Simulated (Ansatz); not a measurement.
The input, for Ansatz 0.2.0:

```yaml
crystal:
  periodic: [false, false, false]
  atoms:
    - {symbol: Al, position_ang: [0.000000, 0.000000, -2.818500]}
    - {symbol: Al, position_ang: [0.000000, 0.000000, -0.474100]}
    - {symbol: O, position_ang: [0.000000, 0.000000, 1.173400]}
    - {symbol: H, position_ang: [0.000000, 0.000000, 2.119200]}
basis:
  gaussian: {orbitals: cc-pVDZ}
magnetization: {spin_polarized: true, initial_magnetization: 1}
hamiltonian: {xc: {name: B3LYP}}
```

```sh
$ ansatz run in.yaml --threads 1 --pin off --events-out ev --progress --plain --max-ram 2393MiB
```

Output:

```
535 factors; integrals over basis functions are off by at most 1.4e-3 eV
mean field evaluation 1: about -15251.4359 eV, gradient 4.0e1 eV
mean field evaluation 2: about -15175.1839 eV, gradient 1.2e2 eV
mean field evaluation 4: about -15256.9342 eV, gradient 4.5e0 eV
mean field evaluation 8: about -15257.2387 eV, gradient 6.3e-2 eV
mean field evaluation 16: about -15257.2388 eV, gradient 4.3e-5 eV
mean field evaluation 32: about -15257.1661 eV, gradient 1.9e0 eV
mean field -15257.23875465 eV, -560.6931825056 hartree, gradient 4.0e-6 eV, S^2 0.753930; 2 other end points of the search recorded, 0 dependent functions left out
reference -15257.23895559 eV, -560.6931898900 hartree; 18, 17 occupied and 37, 38 virtual orbitals, 535 factors
Total energy: -15257.23895559 eV, -560.6931898900 hartree
```

Ran on 1 thread of Arm Neoverse V2, shared host: 3.7 s wall, 0.18 GiB peak host memory.
